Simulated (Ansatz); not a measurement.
Basis-set extrapolation for the Al atom (frozen core, the Gaussian-basis code of Ansatz). Multiplicity 2, UHF reference.

```json
{"": "HF", "def2-TZVPP": "-241.874392", "def2-QZVPP": "-241.880671"}
{"": "MP2 correlation", "def2-TZVPP": "-0.035596", "def2-QZVPP": "-0.038328"}
{"": "CCSD(T) correlation", "def2-TZVPP": "-0.051906", "def2-QZVPP": "-0.053549"}
```

Energies in hartree. Use E(X) = E(∞) + A·exp(−7.88·√X) for Hartree–Fock and E(X) = E(∞) + B·X^(−2.97) for correlation, with X = 3 and 4.

Problem. What is the CCSD(T) energy at the basis-set limit?

Solution. HF limit: -241.880671 + (-0.006279) × 0.13774 = -241.88154. Correlation limit: -0.053549 + (-0.001643) × 0.74074 = -0.05477. Total: -241.93631 hartree, 0.27 eV below CCSD(T)/def2-TZVPP.
